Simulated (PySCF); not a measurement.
# AlNH6: spin-spin couplings and electronic excitations at several levels of theory, part 1 of 2

How much do the spin-spin couplings and electronic excitations of AlNH6 (`[NH3+][AlH3-]`) depend on the level of theory, and what does each level cost?

The runs use PySCF 2.14.0, with density-fitted response routines of our own; the level of theory stands in each step. All values are computed, except where a source is named. Atoms are numbered from 0 throughout.

### Step 1. The starting structure

8 atoms, charge 0, multiplicity 1; geometry from: PBE0-D3(BJ)/def2-SVP.

Bonds of the start (Å): N0–Al1 2.07, N0–H2 1.02, N0–H3 1.02, N0–H4 1.02, Al1–H5 1.61, Al1–H6 1.61, Al1–H7 1.61.

### Step 2. Spin-spin couplings: B3LYP/def2-TZVP

Job settings and geometry (Å):

```
{"job": {"kind": "j", "xc": "B3LYP", "basis": "def2-TZVP"}, "charge": 0, "multiplicity": 1}
N     -0.975350    -0.120711     0.070760
Al     1.077190     0.125695    -0.090540
H     -1.371394     0.490668     0.786269
H     -1.220750    -1.079984     0.320343
H     -1.446900     0.095303    -0.808872
H      1.113748     1.672560    -0.525191
H      1.382419    -0.970834    -1.224773
H      1.496027    -0.232156     1.419294
```

Level: B3LYP/def2-TZVP indirect spin-spin coupling, non-relativistic, gas phase.

Run with:

```
OMP_NUM_THREADS=1 python probes_run.py task.json out
```

The driver reads the jobs from task.json and runs them one after another.

Standard output:

```text
coarse grid: 6408 points
cycle   1  E = -300.8414137629  dE = -2.405e-01  |g| = 3.138e-01  |ddm| = 1.773e+00
cycle   2  E = -300.8470307326  dE = -5.617e-03  |g| = 3.272e-01  |ddm| = 4.377e-01
cycle   3  E = -300.8678381785  dE = -2.081e-02  |g| = 6.561e-02  |ddm| = 1.962e-01
cycle   4  E = -300.8688477355  dE = -1.010e-03  |g| = 5.084e-03  |ddm| = 4.276e-02
cycle   5  E = -300.8688530845  dE = -5.349e-06  |g| = 1.061e-03  |ddm| = 5.180e-03
final grid: 55120 points
cycle   6  E = -300.8620724222  dE = -1.908e-05  |g| = 4.501e-03  |ddm| = 1.291e-02
cycle   7  E = -300.8620695792  dE =  2.843e-06  |g| = 5.801e-03  |ddm| = 4.606e-03
cycle   8  E = -300.8620758750  dE = -6.296e-06  |g| = 5.226e-04  |ddm| = 2.784e-03
cycle   9  E = -300.8620759224  dE = -4.739e-08  |g| = 5.807e-05  |ddm| = 3.539e-04
cycle  10  E = -300.8620759230  dE = -5.808e-10  |g| = 7.210e-06  |ddm| = 5.144e-05
converged SCF energy = -300.8620759230

Indirect spin-spin couplings (Hz)
  i      j    bonds     total        FC       PSO       DSO        SD
  0 N    1 Al   1      4.424     4.959     0.090    -0.020    -0.605
  0 N    2 H    1    -63.703   -60.991    -2.597    -0.184     0.069
  0 N    3 H    1    -63.670   -60.957    -2.597    -0.184     0.069
  0 N    4 H    1    -63.608   -60.895    -2.598    -0.184     0.069
  0 N    5 H    2     -5.817    -5.846    -0.001     0.031    -0.002
  0 N    6 H    2     -5.738    -5.766    -0.002     0.032    -0.002
  0 N    7 H    2     -5.785    -5.814    -0.001     0.032    -0.002
  1 Al   2 H    2     -2.707    -2.570     0.074    -0.322     0.110
  1 Al   3 H    2     -2.701    -2.566     0.076    -0.322     0.111
  1 Al   4 H    2     -2.716    -2.579     0.072    -0.320     0.111
  1 Al   5 H    1    194.234   194.925    -1.200     0.131     0.377
  1 Al   6 H    1    194.504   195.197    -1.202     0.131     0.379
  1 Al   7 H    1    194.301   194.993    -1.200     0.131     0.377
  2 H    3 H    2    -11.449   -12.054     4.696    -4.625     0.534
  2 H    4 H    2    -11.456   -12.062     4.694    -4.622     0.534
  2 H    5 H    3      0.111     0.158     0.270    -0.337     0.020
  2 H    6 H    3      5.033     5.703     1.556    -2.218    -0.007
  2 H    7 H    3      0.254     0.276     0.220    -0.264     0.023
  3 H    4 H    2    -11.434   -12.038     4.697    -4.626     0.533
  3 H    5 H    3      5.065     5.733     1.558    -2.219    -0.007
  3 H    6 H    3      0.257     0.281     0.224    -0.271     0.022
  3 H    7 H    3      0.110     0.158     0.274    -0.342     0.020
  4 H    5 H    3      0.267     0.287     0.215    -0.257     0.023
  4 H    6 H    3      0.114     0.162     0.272    -0.341     0.020
  4 H    7 H    3      5.014     5.682     1.557    -2.219    -0.007
  5 H    6 H    2     12.477    13.379     0.895    -1.826     0.030
  5 H    7 H    2     12.423    13.326     0.895    -1.828     0.030
  6 H    7 H    2     12.478    13.380     0.895    -1.827     0.030
```

Wall time 6.3 s (1 thread of Arm Neoverse V1, shared host); peak memory 0.43 GiB.

The basis is not made for couplings: without tight functions at the nuclei these values are rough.

A choice of the couplings up to four bonds, sorted by the number of bonds, with means over like pairs; isotopes 27Al, 1H, 15N:

```
  pair  bonds  J (Hz)  Fermi contact (Hz)
Al1–H5      1   194.3               195.0
 N0–H2      1   -63.7               -60.9
N0–Al1      1     4.4                 5.0
 H5–H6      2    12.5                13.4
 H2–H3      2   -11.4               -12.1
 N0–H5      2    -5.8                -5.8
Al1–H2      2    -2.7                -2.6
 H2–H5      3     1.8                 2.0
```

Quadrupole couplings from the field gradients of the same density:

```
atom  isotope  eQq/h (MHz)     η
 Al1     27Al         29.3  0.00
  N0      14N       -3.120  0.00
```

### Step 3. Indirect couplings: B3LYP/cc-pVTZ

Same as in step 2 but for these lines:

```diff
@@ -1,2 +1,2 @@
-{"job": {"kind": "j", "xc": "B3LYP", "basis": "def2-TZVP"}, "charge": 0, "multiplicity": 1}
+{"job": {"kind": "j", "xc": "B3LYP", "basis": "cc-pVTZ"}, "charge": 0, "multiplicity": 1}
 N     -0.975350    -0.120711     0.070760
```

Method: B3LYP/cc-pVTZ indirect spin-spin coupling, non-relativistic, gas phase.

Standard output:

```text
coarse grid: 6408 points
cycle   1  E = -300.8346514217  dE = -2.370e-01  |g| = 3.136e-01  |ddm| = 5.079e+00
cycle   2  E = -300.8405230096  dE = -5.872e-03  |g| = 3.257e-01  |ddm| = 1.208e+00
cycle   3  E = -300.8610326730  dE = -2.051e-02  |g| = 6.566e-02  |ddm| = 5.203e-01
cycle   4  E = -300.8620406005  dE = -1.008e-03  |g| = 4.818e-03  |ddm| = 1.135e-01
cycle   5  E = -300.8620457387  dE = -5.138e-06  |g| = 1.120e-03  |ddm| = 1.212e-02
final grid: 55120 points
cycle   6  E = -300.8629311731  dE = -2.296e-05  |g| = 4.478e-03  |ddm| = 3.743e-02
cycle   7  E = -300.8629284700  dE =  2.703e-06  |g| = 5.732e-03  |ddm| = 1.296e-02
cycle   8  E = -300.8629346225  dE = -6.153e-06  |g| = 5.227e-04  |ddm| = 7.764e-03
cycle   9  E = -300.8629346724  dE = -4.989e-08  |g| = 6.091e-05  |ddm| = 8.448e-04
cycle  10  E = -300.8629346732  dE = -8.196e-10  |g| = 8.113e-06  |ddm| = 1.449e-04
converged SCF energy = -300.8629346732

Indirect spin-spin couplings (Hz)
  i      j    bonds     total        FC       PSO       DSO        SD
  0 N    1 Al   1      4.999     5.548     0.067    -0.020    -0.595
  0 N    2 H    1    -57.793   -54.898    -2.654    -0.169    -0.072
  0 N    3 H    1    -57.774   -54.878    -2.654    -0.169    -0.072
  0 N    4 H    1    -57.711   -54.815    -2.655    -0.169    -0.072
  0 N    5 H    2     -5.394    -5.433     0.010     0.031    -0.002
  0 N    6 H    2     -5.323    -5.363     0.009     0.032    -0.002
  0 N    7 H    2     -5.364    -5.404     0.010     0.032    -0.002
  1 Al   2 H    2     -2.249    -2.322     0.292    -0.326     0.107
  1 Al   3 H    2     -2.241    -2.316     0.294    -0.327     0.108
  1 Al   4 H    2     -2.262    -2.335     0.291    -0.324     0.107
  1 Al   5 H    1    187.421   188.615    -1.419     0.128     0.097
  1 Al   6 H    1    187.654   188.852    -1.424     0.128     0.098
  1 Al   7 H    1    187.492   188.686    -1.420     0.128     0.097
  2 H    3 H    2    -10.222   -11.195     5.093    -4.708     0.589
  2 H    4 H    2    -10.226   -11.200     5.092    -4.706     0.589
  2 H    5 H    3      0.112     0.140     0.293    -0.343     0.021
  2 H    6 H    3      5.000     5.724     1.514    -2.228    -0.010
  2 H    7 H    3      0.257     0.259     0.244    -0.270     0.024
  3 H    4 H    2    -10.204   -11.177     5.094    -4.709     0.588
  3 H    5 H    3      5.032     5.753     1.518    -2.229    -0.011
  3 H    6 H    3      0.259     0.264     0.247    -0.276     0.024
  3 H    7 H    3      0.111     0.141     0.296    -0.347     0.021
  4 H    5 H    3      0.271     0.271     0.239    -0.263     0.024
  4 H    6 H    3      0.112     0.145     0.293    -0.346     0.021
  4 H    7 H    3      4.978     5.701     1.516    -2.228    -0.010
  5 H    6 H    2     11.859    13.070     0.581    -1.831     0.039
  5 H    7 H    2     11.803    13.015     0.581    -1.833     0.039
  6 H    7 H    2     11.858    13.069     0.581    -1.832     0.039
```

Wall time 9.6 s (1 thread of Arm Neoverse V1, shared host); peak memory 0.54 GiB.

The basis is not made for couplings: without tight functions at the nuclei these values are rough.

In short: J(Al1,H5) 187.5 Hz, J(N0,H2) -57.8 Hz, J(H5,H6) 11.8 Hz (means over like pairs).

### Step 4. J couplings: B3LYP/6-31G*

Same as in step 3 but for these lines:

```diff
@@ -1,2 +1,2 @@
-{"job": {"kind": "j", "xc": "B3LYP", "basis": "cc-pVTZ"}, "charge": 0, "multiplicity": 1}
+{"job": {"kind": "j", "xc": "B3LYP", "basis": "6-31G*"}, "charge": 0, "multiplicity": 1}
 N     -0.975350    -0.120711     0.070760
```

Method: B3LYP/6-31G* indirect spin-spin coupling, non-relativistic, gas phase.

Standard output:

```text
coarse grid: 6408 points
cycle   1  E = -300.8041970096  dE = -2.320e-01  |g| = 2.856e-01  |ddm| = 2.022e+00
cycle   2  E = -300.8111169075  dE = -6.920e-03  |g| = 2.816e-01  |ddm| = 4.914e-01
cycle   3  E = -300.8274889225  dE = -1.637e-02  |g| = 5.889e-02  |ddm| = 2.224e-01
cycle   4  E = -300.8283454691  dE = -8.565e-04  |g| = 2.772e-03  |ddm| = 5.033e-02
cycle   5  E = -300.8283476035  dE = -2.134e-06  |g| = 7.471e-04  |ddm| = 4.408e-03
final grid: 55120 points
cycle   6  E = -300.8011801575  dE = -7.076e-06  |g| = 4.176e-03  |ddm| = 7.905e-03
cycle   7  E = -300.8011768306  dE =  3.327e-06  |g| = 5.789e-03  |ddm| = 6.439e-03
cycle   8  E = -300.8011839111  dE = -7.081e-06  |g| = 1.491e-04  |ddm| = 3.707e-03
cycle   9  E = -300.8011839176  dE = -6.500e-09  |g| = 2.603e-05  |ddm| = 2.285e-04
cycle  10  E = -300.8011839179  dE = -2.252e-10  |g| = 2.476e-06  |ddm| = 3.997e-05
converged SCF energy = -300.8011839179

Indirect spin-spin couplings (Hz)
  i      j    bonds     total        FC       PSO       DSO        SD
  0 N    1 Al   1      1.546     2.136    -0.091    -0.019    -0.480
  0 N    2 H    1    -66.725   -64.246    -2.195    -0.212    -0.073
  0 N    3 H    1    -66.692   -64.212    -2.195    -0.212    -0.073
  0 N    4 H    1    -66.647   -64.167    -2.196    -0.212    -0.072
  0 N    5 H    2     -4.636    -4.666     0.004     0.032    -0.005
  0 N    6 H    2     -4.572    -4.604     0.004     0.033    -0.005
  0 N    7 H    2     -4.610    -4.641     0.004     0.032    -0.005
  1 Al   2 H    2     -2.184    -1.900    -0.076    -0.318     0.110
  1 Al   3 H    2     -2.193    -1.911    -0.075    -0.319     0.111
  1 Al   4 H    2     -2.198    -1.914    -0.078    -0.317     0.110
  1 Al   5 H    1    202.255   202.951    -1.282     0.155     0.430
  1 Al   6 H    1    202.496   203.192    -1.283     0.155     0.432
  1 Al   7 H    1    202.302   202.998    -1.282     0.155     0.431
  2 H    3 H    2    -12.769   -12.067     3.198    -4.529     0.630
  2 H    4 H    2    -12.776   -12.076     3.197    -4.527     0.630
  2 H    5 H    3      0.090     0.263     0.120    -0.319     0.025
  2 H    6 H    3      4.860     6.067     1.000    -2.195    -0.011
  2 H    7 H    3      0.250     0.381     0.087    -0.246     0.028
  3 H    4 H    2    -12.757   -12.054     3.199    -4.530     0.629
  3 H    5 H    3      4.896     6.100     1.003    -2.195    -0.011
  3 H    6 H    3      0.253     0.389     0.089    -0.253     0.028
  3 H    7 H    3      0.085     0.261     0.122    -0.323     0.025
  4 H    5 H    3      0.266     0.393     0.083    -0.239     0.029
  4 H    6 H    3      0.087     0.264     0.120    -0.322     0.025
  4 H    7 H    3      4.838     6.043     1.001    -2.195    -0.011
  5 H    6 H    2     11.697    13.315     0.149    -1.781     0.015
  5 H    7 H    2     11.641    13.260     0.149    -1.783     0.015
  6 H    7 H    2     11.695    13.313     0.149    -1.781     0.015
```

It took 2.7 s on 1 thread of Arm Neoverse V1, shared host; peak memory 0.42 GiB.

The basis is not made for couplings: without tight functions at the nuclei these values are rough.

In short: J(Al1,H5) 202.4 Hz, J(N0,H2) -66.7 Hz, J(H2,H3) -12.8 Hz (means over like pairs).

### Step 5. TDDFT and polarisability: HF/def2-SVPD

Same as in step 4 but for these lines:

```diff
@@ -1,2 +1,2 @@
-{"job": {"kind": "j", "xc": "B3LYP", "basis": "6-31G*"}, "charge": 0, "multiplicity": 1}
+{"job": {"kind": "uv", "xc": "HF", "basis": "def2-SVPD", "ip": true}, "charge": 0, "multiplicity": 1}
 N     -0.975350    -0.120711     0.070760
```

With the program's defaults for keys left out, this is: TDDFT HF/def2-SVPD, vertical, gas phase, core orbitals frozen in the response.

Standard output:

```text
final grid: 55120 points
cycle   1  E = -299.7247120004  dE = -3.319e-01  |g| = 2.767e-01  |ddm| = 2.977e+00
cycle   2  E = -299.7553025374  dE = -3.059e-02  |g| = 8.369e-02  |ddm| = 5.648e-01
cycle   3  E = -299.7573427533  dE = -2.040e-03  |g| = 3.328e-02  |ddm| = 1.904e-01
cycle   4  E = -299.7576566113  dE = -3.139e-04  |g| = 5.445e-03  |ddm| = 5.686e-02
cycle   5  E = -299.7576705987  dE = -1.399e-05  |g| = 1.307e-03  |ddm| = 1.579e-02
cycle   6  E = -299.7576715926  dE = -9.939e-07  |g| = 2.543e-04  |ddm| = 5.123e-03
cycle   7  E = -299.7576716379  dE = -4.533e-08  |g| = 3.781e-05  |ddm| = 9.921e-04
cycle   8  E = -299.7576716390  dE = -1.022e-09  |g| = 6.528e-06  |ddm| = 1.268e-04
cycle   9  E = -299.7576716390  dE = -2.814e-11  |g| = 1.204e-06  |ddm| = 3.629e-05
converged SCF energy = -299.7576716390

Static polarisability (au): isotropic 42.004, principal 41.895 41.905 42.211

Singlet excitations
state   eV       nm        f      main configurations
  1   7.5147    165.0   0.04274   H-1->L 0.28, H->L 0.24, H-1->L+1 0.12
  2   7.5155    165.0   0.04319   H->L 0.28, H-1->L 0.24, H->L+1 0.12
  3   8.3120    149.2   0.00001   H-1->L+2 0.34, H->L+3 0.34
  4   8.4317    147.0   0.08434   H->L+1 0.35, H->L 0.26, H-1->L+1 0.15
  5   8.4328    147.0   0.08377   H-1->L+1 0.35, H-1->L 0.26, H->L+1 0.15
  6   9.3469    132.6   0.36852   H-1->L+2 0.36, H->L+3 0.35
  7   9.3488    132.6   0.36973   H->L+2 0.36, H-1->L+3 0.35
  8   9.5680    129.6   0.25908   H-2->L 0.37, H-1->L+3 0.21, H->L+2 0.21
  9   9.7731    126.9   0.26842   H->L+4 0.69, H->L+1 0.12
 10   9.7740    126.9   0.26825   H-1->L+4 0.69, H-1->L+1 0.12

Triplet excitations (Tamm-Dancoff, eV): 6.7126 6.7133 7.5072 7.8122
Vertical ionisation energy (delta-SCF) = 9.3687 eV
```

Run time: 1.4 s. Hardware: 1 thread of Arm Neoverse V1, shared host; peak memory 0.42 GiB.

The orbitals next to the gap, with their largest atomic shares:

```
orbital      eV                       atoms
 HOMO−3  -16.75   N0 53 %, Al1 16 %, H4 6 %
 HOMO−2  -12.95  Al1 34 %, N0 19 %, H6 15 %
 HOMO−1  -10.55  Al1 38 %, H5 33 %, H6 24 %
   HOMO  -10.55  Al1 38 %, H7 37 %, H6 15 %
   LUMO    1.53  Al1 54 %, H3 10 %, H4 10 %
 LUMO+1    2.69   Al1 53 %, N0 12 %, H6 6 %
 LUMO+2    3.56   Al1 56 %, H4 18 %, H2 8 %
```

With each of the 10 states as a Gaussian band of 0.4 eV half-width at 1/e, the curve within the window shown has maxima at 165 nm (ε 3,500), 146 nm (ε 7,000), 130 nm (ε 50,000) L/(mol cm). Beyond the last state computed it falls off for lack of states. The curve at chosen wavelengths:

```json
{"nm": "123", "ε (L/mol/cm)": "15585"}
{"nm": "125", "ε (L/mol/cm)": "28297"}
{"nm": "127", "ε (L/mol/cm)": "40591"}
{"nm": "130", "ε (L/mol/cm)": "49682"}
{"nm": "132", "ε (L/mol/cm)": "46741"}
{"nm": "134", "ε (L/mol/cm)": "37548"}
{"nm": "136", "ε (L/mol/cm)": "25725"}
{"nm": "139", "ε (L/mol/cm)": "11802"}
{"nm": "141", "ε (L/mol/cm)": "7597"}
{"nm": "143", "ε (L/mol/cm)": "6549"}
{"nm": "145", "ε (L/mol/cm)": "6836"}
{"nm": "148", "ε (L/mol/cm)": "6775"}
{"nm": "150", "ε (L/mol/cm)": "5800"}
{"nm": "152", "ε (L/mol/cm)": "4458"}
{"nm": "154", "ε (L/mol/cm)": "3288"}
{"nm": "157", "ε (L/mol/cm)": "2531"}
{"nm": "159", "ε (L/mol/cm)": "2673"}
{"nm": "161", "ε (L/mol/cm)": "3060"}
{"nm": "163", "ε (L/mol/cm)": "3408"}
{"nm": "166", "ε (L/mol/cm)": "3446"}
{"nm": "168", "ε (L/mol/cm)": "3094"}
{"nm": "170", "ε (L/mol/cm)": "2537"}
{"nm": "172", "ε (L/mol/cm)": "1910"}
{"nm": "175", "ε (L/mol/cm)": "1076"}
{"nm": "177", "ε (L/mol/cm)": "671"}
{"nm": "179", "ε (L/mol/cm)": "391"}
```

Further results of this job:

```
           property  computed
  dipole moment (D)      5.55
polarisability (Å³)      6.22
 HOMO–LUMO gap (eV)     12.08
      −ε(HOMO) (eV)     10.55
```

### Step 6. Excited states and response: LDA/def2-SVPD

Same as in step 5 but for these lines:

```diff
@@ -1,2 +1,2 @@
-{"job": {"kind": "uv", "xc": "HF", "basis": "def2-SVPD", "ip": true}, "charge": 0, "multiplicity": 1}
+{"job": {"kind": "uv", "xc": "LDA", "basis": "def2-SVPD", "ip": true}, "charge": 0, "multiplicity": 1}
 N     -0.975350    -0.120711     0.070760
```

With the program's defaults for keys left out, this is: TDDFT LDA/def2-SVPD, vertical, gas phase, core orbitals frozen in the response.

Standard output:

```text
coarse grid: 6408 points
cycle   1  E = -299.0393385310  dE = -2.071e-01  |g| = 3.455e-01  |ddm| = 2.840e+00
cycle   2  E = -299.0188473140  dE =  2.049e-02  |g| = 5.010e-01  |ddm| = 9.162e-01
cycle   3  E = -299.0734023552  dE = -5.456e-02  |g| = 8.384e-02  |ddm| = 4.346e-01
cycle   4  E = -299.0755604627  dE = -2.158e-03  |g| = 6.515e-03  |ddm| = 1.316e-01
cycle   5  E = -299.0755761233  dE = -1.566e-05  |g| = 1.861e-03  |ddm| = 1.789e-02
cycle   6  E = -299.0755774834  dE = -1.360e-06  |g| = 2.599e-04  |ddm| = 5.285e-03
final grid: 55120 points
cycle   7  E = -299.1159768954  dE = -1.889e-05  |g| = 3.236e-03  |ddm| = 5.283e-02
cycle   8  E = -299.1159719952  dE =  4.900e-06  |g| = 5.817e-03  |ddm| = 7.348e-03
cycle   9  E = -299.1159791712  dE = -7.176e-06  |g| = 1.990e-04  |ddm| = 4.588e-03
cycle  10  E = -299.1159791813  dE = -1.007e-08  |g| = 3.214e-05  |ddm| = 3.135e-04
cycle  11  E = -299.1159791817  dE = -3.491e-10  |g| = 5.151e-06  |ddm| = 8.124e-05
converged SCF energy = -299.1159791817

Static polarisability (au): isotropic 49.958, principal 49.577 49.591 50.704

Singlet excitations
state   eV       nm        f      main configurations
  1   4.8843    253.8   0.00730   H->L 1.00
  2   4.8851    253.8   0.00727   H-1->L 1.00
  3   6.6899    185.3   0.02702   H->L+1 0.60, H-1->L+1 0.23
  4   6.6913    185.3   0.02680   H-1->L+1 0.60, H->L+1 0.23
  5   6.7778    182.9   0.00001   H-1->L+2 0.50, H->L+3 0.49
  6   6.7868    182.7   0.00008   H->L+2 0.50, H-1->L+3 0.49
  7   6.8979    179.7   0.09934   H-2->L 0.95
  8   6.9074    179.5   0.00002   H-1->L+3 0.21, H->L+2 0.21, H-1->L+4 0.16
  9   6.9083    179.5   0.00008   H->L+3 0.21, H-1->L+2 0.21, H->L+4 0.16
 10   7.1170    174.2   0.11348   H->L+4 0.76

Triplet excitations (Tamm-Dancoff, eV): 4.7689 4.7696 6.4022 6.4036
Vertical ionisation energy (delta-SCF) = 9.6541 eV
Vertical electron affinity (delta-SCF) = -0.4904 eV
```

Run time: 7.7 s. Hardware: 1 thread of Arm Neoverse V1, shared host; peak memory 0.42 GiB.

This run: HOMO -6.17 eV, LUMO -1.33 eV; lowest singlet 4.88 eV.

### Step 7. Ultraviolet spectrum: PBE/def2-SVPD

Same as in step 6 but for these lines:

```diff
@@ -1,2 +1,2 @@
-{"job": {"kind": "uv", "xc": "LDA", "basis": "def2-SVPD", "ip": true}, "charge": 0, "multiplicity": 1}
+{"job": {"kind": "uv", "xc": "PBE", "basis": "def2-SVPD", "ip": true}, "charge": 0, "multiplicity": 1}
 N     -0.975350    -0.120711     0.070760
```

With the program's defaults for keys left out, this is: TDDFT PBE/def2-SVPD, vertical, gas phase, core orbitals frozen in the response.

Standard output:

```text
coarse grid: 6408 points
cycle   1  E = -300.3756586137  dE = -2.107e-01  |g| = 3.427e-01  |ddm| = 2.925e+00
cycle   2  E = -300.3615699847  dE =  1.409e-02  |g| = 4.695e-01  |ddm| = 8.556e-01
cycle   3  E = -300.4099820295  dE = -4.841e-02  |g| = 8.572e-02  |ddm| = 4.351e-01
cycle   4  E = -300.4122029088  dE = -2.221e-03  |g| = 4.498e-03  |ddm| = 1.387e-01
cycle   5  E = -300.4122111500  dE = -8.241e-06  |g| = 1.489e-03  |ddm| = 1.249e-02
final grid: 55120 points
cycle   6  E = -300.4591625469  dE = -9.686e-06  |g| = 9.575e-03  |ddm| = 6.650e-02
cycle   7  E = -300.4591200082  dE =  4.254e-05  |g| = 1.702e-02  |ddm| = 2.078e-02
cycle   8  E = -300.4591819208  dE = -6.191e-05  |g| = 3.995e-04  |ddm| = 1.353e-02
cycle   9  E = -300.4591819623  dE = -4.152e-08  |g| = 6.853e-05  |ddm| = 9.012e-04
cycle  10  E = -300.4591819642  dE = -1.897e-09  |g| = 4.457e-06  |ddm| = 1.608e-04
cycle  11  E = -300.4591819642  dE = -8.811e-12  |g| = 1.114e-06  |ddm| = 1.458e-05
converged SCF energy = -300.4591819642

Static polarisability (au): isotropic 48.357, principal 47.819 47.831 49.422

Singlet excitations
state   eV       nm        f      main configurations
  1   4.9170    252.2   0.00557   H->L 1.00
  2   4.9179    252.1   0.00554   H-1->L 1.00
  3   6.7492    183.7   0.02545   H->L+1 0.67, H-1->L+1 0.20
  4   6.7503    183.7   0.02521   H-1->L+1 0.67, H->L+1 0.20
  5   6.8293    181.5   0.00004   H-1->L+2 0.49, H->L+3 0.49
  6   6.8404    181.3   0.00088   H->L+2 0.49, H-1->L+3 0.47
  7   6.8823    180.1   0.10054   H-2->L 0.94
  8   6.9297    178.9   0.00020   H->L+3 0.25, H-1->L+2 0.24, H-1->L+3 0.15
  9   6.9308    178.9   0.00025   H-1->L+3 0.25, H->L+2 0.24, H->L+3 0.15
 10   7.1699    172.9   0.09036   H->L+4 0.81

Triplet excitations (Tamm-Dancoff, eV): 4.7908 4.7915 6.4006 6.4016
Vertical ionisation energy (delta-SCF) = 9.6266 eV
Vertical electron affinity (delta-SCF) = -0.6315 eV
```

It took 12 s on 1 thread of Arm Neoverse V1, shared host; peak memory 0.42 GiB.

This run: HOMO -6.15 eV, LUMO -1.26 eV; lowest singlet 4.92 eV.

(Continued in part 2 of 2.)
